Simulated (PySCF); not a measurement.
# One shape, several levels: SiH2 (SMILES [H][Si][H])

We compute a comparison of 6 runs (MP2/def2-SVP, BCCD(T)/def2-SVP, QCISD(T)/def2-SVP, CISD/def2-SVP, CCSD(T)/def2-SVP, FCI/def2-SVP) of SiH2. Input form: a Python script.

The results are computed with PySCF 2.14.0.

3 further runs of the same task are left out: 3 set aside as unsound or not needed.

## Step 1: The system as given

SiH2: 3 atoms, total charge 0, spin state singlet. SMILES: `[H][Si][H]`. Geometry: relaxed at GFN2-xTB.

Bond lengths: Si1–H2 1.486 Å, Si1–H3 1.485 Å. Angles: H2–Si1–H3 97.1°.

## Step 2: A single-point energy at MP2/def2-SVP (run 1)

Input file input.py:

```python
from pyscf import gto, scf, mp

mol = gto.Mole()
mol.atom = '''
Si       0.005220      -0.008160      -0.655700
H        1.110230      -0.020010       0.337410
H       -1.115450       0.028170       0.318290
'''
mol.verbose = 3
mol.spin = 0
mol.basis = 'def2-svp'
mol.max_memory = 1860
mol.build()

hf = scf.RHF(mol)
hf.conv_tol = 1e-10
hf.kernel()
if not hf.converged:
    hf = hf.newton().run(hf.mo_coeff, hf.mo_occ)

pt = mp.MP2(hf, frozen=5).run()
etot = pt.e_tot
print(f'total energy: {etot:.8f} hartree')
```

Started as:

```console
$ OMP_NUM_THREADS=1 python input.py
```

Output:

```text
converged SCF energy = -289.924424046595
E(RMP2) = -290.011029602533  E_corr = -0.0866055559380601
E(SCS-RMP2) = -290.020896954484  E_corr = -0.0964729078888459
total energy: -290.01102960 hartree
```

Run time: 0.62 s. Hardware: 1 thread of Intel Xeon Platinum 8488C (Sapphire Rapids), shared host; peak memory 0.12 GiB.

## Step 3: A single-point energy at BCCD(T)/def2-SVP (run 2)

Input file input.py:

```python
from pyscf import gto, scf, cc
from pyscf.cc.bccd import bccd_kernel_

mol = gto.M(
    atom=[
    ('Si', (0.005220, -0.008160, -0.655700)),
    ('H', (1.110230, -0.020010, 0.337410)),
    ('H', (-1.115450, 0.028170, 0.318290)),
],
    max_memory=1860,
    basis='def2-svp',
    verbose=4,
)

calc0 = scf.RHF(mol)
calc0.conv_tol = 1e-10
calc0.kernel()
if not calc0.converged:
    calc0 = calc0.newton().run(calc0.mo_coeff, calc0.mo_occ)

mycc = cc.CCSD(calc0, frozen=5).run()
mycc = bccd_kernel_(mycc, diis=True)
e_t = mycc.ccsd_t()
energy = mycc.e_tot + e_t
print('Final energy', energy)
```

Started as:

```console
$ OMP_NUM_THREADS=1 python input.py
```

Output:

```text
PySCF version 2.14.0

[INPUT] num. atoms = 3
[INPUT] num. electrons = 16
[INPUT] charge = 0
[INPUT] spin (= nelec alpha-beta = 2S) = 0
[INPUT] symmetry False subgroup None
[INPUT] Mole.unit = angstrom
[INPUT] Symbol           X                Y                Z      unit          X                Y                Z       unit  Magmom
[INPUT]  1 Si     0.005220000000  -0.008160000000  -0.655700000000 AA    0.009864370370  -0.015420165176  -1.239093419877 Bohr   0.0
[INPUT]  2 H      1.110230000000  -0.020010000000   0.337410000000 AA    2.098030635276  -0.037813419753   0.637612491689 Bohr   0.0
[INPUT]  3 H     -1.115450000000   0.028170000000   0.318290000000 AA   -2.107895005646   0.053233584929   0.601480928188 Bohr   0.0

[... 42 lines left out ...]
converged SCF energy = -289.924424046595
[... 12 lines left out ...]
Init t2, MP2 energy = -290.011029602577  E_corr(MP2) -0.0866055559819922
[... 10 lines left out ...]
CCSD converged
[... 24 lines left out ...]
CCSD converged
[... 22 lines left out ...]
CCSD converged
[... 3 lines left out ...]
******** <class 'pyscf.cc.ccsd.CCSD'> ********
CC2 = 0
CCSD nocc = 3, nmo = 23
frozen orbitals 5
max_cycle = 50
direct = 0
conv_tol = 1e-07
conv_tol_normt = 1e-05
diis_space = 6
diis_start_cycle = 0
diis_start_energy_diff = 1e+09
Init E_corr(CCSD) = -0.115266338179146
cycle = 1  E_corr(CCSD) = -0.115270314388062  dE = -3.97620892e-06  norm(t1,t2) = 0.000135645
cycle = 2  E_corr(CCSD) = -0.115269268807394  dE = 1.04558067e-06  norm(t1,t2) = 2.13695e-05
cycle = 3  E_corr(CCSD) = -0.11526892234268  dE = 3.46464714e-07  norm(t1,t2) = 6.73549e-06
cycle = 4  E_corr(CCSD) = -0.115268846660108  dE = 7.56825717e-08  norm(t1,t2) = 1.20943e-06
CCSD converged
E(CCSD) = -290.0384359508749  E_corr = -0.1152688466601083
BCC iter:    2  E:    -290.038435950875  dE:    5.321e-07  |t1|:    3.519e-06
CCSD(T) correction = -0.00223623160953456
Final energy -290.04067218248434
```

It took 0.76 s on 1 thread of Intel Xeon Platinum 8488C (Sapphire Rapids), shared host; peak memory 0.11 GiB.

Run 3 isn't shown in full; the table further down has it.

## Step 4: A single-point energy at CISD/def2-SVP (run 4)

Input file run.py:

```python
from pyscf import gto, ci

mol = gto.M(
    atom='''
Si     0.009864    -0.015420    -1.239093
H      2.098031    -0.037813     0.637612
H     -2.107895     0.053234     0.601481
''',
    basis='def2-svp',
    charge=0,
    unit='bohr',
    verbose=3,
    max_memory=1860,
)

mf = mol.RHF()
mf.conv_tol = 1e-10
mf.kernel()
if not mf.converged:
    mf = mf.newton().run(mf.mo_coeff, mf.mo_occ)

cisd = ci.CISD(mf, frozen=5)
cisd.kernel()
e_tot = cisd.e_tot
print('E = %.10f Eh' % e_tot)
```

Started as:

```console
$ OMP_NUM_THREADS=1 python run.py
```

Output:

```text
converged SCF energy = -289.924424036437
E(RCISD) = -290.0337061204668  E_corr = -0.1092820840298752
E = -290.0337061205 Eh
```

Run time: 0.64 s. Hardware: 1 thread of Intel Xeon Platinum 8488C (Sapphire Rapids), shared host; peak memory 0.12 GiB.

Run 5 isn't shown in full; the table further down has it.

## Step 5: A single-point energy at FCI/def2-SVP (run 6)

Input file job.py:

```python
# SiH2
from pyscf import gto, mcscf

mol = gto.Mole()
mol.atom = 'Si 0.005220 -0.008160 -0.655700; H 1.110230 -0.020010 0.337410; H -1.115450 0.028170 0.318290'
mol.max_memory = 1860
mol.charge = 0
mol.verbose = 4
mol.spin = 0
mol.basis = 'def2-svp'
mol.build()

myscf = mol.RHF()
myscf.conv_tol = 1e-10
myscf.kernel()
if not myscf.converged:
    myscf = myscf.newton().run(myscf.mo_coeff, myscf.mo_occ)

cas = mcscf.CASCI(myscf, myscf.mo_coeff.shape[-1] - 5, (mol.nelec[0] - 5, mol.nelec[1] - 5))  # full CI above the frozen core
cas.fix_spin_(ss=0.0)
cas.kernel()
energy = cas.e_tot
print('E(%s) = %.9f' % ('FCI', energy))
```

Started as:

```console
$ OMP_NUM_THREADS=1 python job.py
```

Output:

```text
PySCF version 2.14.0

[INPUT] num. atoms = 3
[INPUT] num. electrons = 16
[INPUT] charge = 0
[INPUT] spin (= nelec alpha-beta = 2S) = 0
[INPUT] symmetry False subgroup None
[INPUT] Mole.unit = angstrom
[INPUT] Symbol           X                Y                Z      unit          X                Y                Z       unit  Magmom
[INPUT]  1 Si     0.005220000000  -0.008160000000  -0.655700000000 AA    0.009864370370  -0.015420165176  -1.239093419877 Bohr   0.0
[INPUT]  2 H      1.110230000000  -0.020010000000   0.337410000000 AA    2.098030635276  -0.037813419753   0.637612491689 Bohr   0.0
[INPUT]  3 H     -1.115450000000   0.028170000000   0.318290000000 AA   -2.107895005646   0.053233584929   0.601480928188 Bohr   0.0

[... 42 lines left out ...]
converged SCF energy = -289.924424046595
[... 1 line left out ...]
******** <class 'pyscf.mcscf.casci.CASCI'> ********
CAS (3e+3e, 23o), ncore = 5, nvir = 0
natorb = False
canonicalization = True
sorting_mo_energy = False
******** <class 'pyscf.fci.addons.SpinPenaltyFCISolver'> ********
max. cycles = 200
conv_tol = 1e-08
davidson only = True
linear dependence = 1e-12
level shift = 0.001
max iter space = 12
nroots = 1
pspace_size = 400
spin = None
Density matrix diagonal elements [1.95793090e+00 1.95175541e+00 1.89687753e+00 5.78430648e-02
 3.02229090e-02 1.53839352e-02 5.24485866e-03 8.18328591e-03
 8.52029923e-03 4.33529266e-03 1.02043432e-02 6.59834546e-03
 1.28788636e-02 8.01849578e-03 4.70421176e-03 7.74756805e-03
 5.74529522e-03 2.02600840e-03 1.57863399e-03 1.38436880e-03
 1.11825525e-03 9.02117261e-04 7.96008582e-04]
CASCI converged
CASCI E = -290.041338491475  E(CI) = -8.04473540041147  S^2 = 0.0000000
E(FCI) = -290.041338491
```

Run time: 3.2 min. Hardware: 1 thread of Intel Xeon Platinum 8488C (Sapphire Rapids), shared host; peak memory 0.8 GiB.

## Step 6: The series

```
run              level  energy (Eh)  dipole moment (D) of the reference  HOMO energy (eV)  LUMO energy (eV)  wall time
  1       MP2/def2-SVP  -290.011030                                0.64             -8.96              0.37     0.62 s
  2   BCCD(T)/def2-SVP  -290.040672                                   –                 –                 –     0.76 s
  3  QCISD(T)/def2-SVP  -290.040701                                0.64             -8.96              0.37      0.7 s
  4      CISD/def2-SVP  -290.033706                                0.64             -8.96              0.37     0.64 s
  5   CCSD(T)/def2-SVP  -290.040672                                0.64             -8.96              0.37     0.68 s
  6       FCI/def2-SVP  -290.041338                                0.64             -8.96              0.37    3.2 min
```

## Step 7: Results

```
                                          quantity          value
                               run 6: total energy  -290.04134 Eh
       run 6: dipole moment (Hartree–Fock density)         0.64 D
        run 6: HOMO energy (Hartree–Fock orbitals)       -8.96 eV
        run 6: LUMO energy (Hartree–Fock orbitals)        0.37 eV
      run 6: HOMO–LUMO gap (Hartree–Fock orbitals)        9.33 eV
run 6: correlation energy (5 core orbitals frozen)     -116.9 mEh
```

**Reading.** Against full CI in this basis: MP2 +30.3 mEh; BCCD(T) +0.7 mEh; QCISD(T) +0.6 mEh; CISD +7.6 mEh; CCSD(T) +0.7 mEh. All runs together took 3.3 min, the longest 3.2 min.
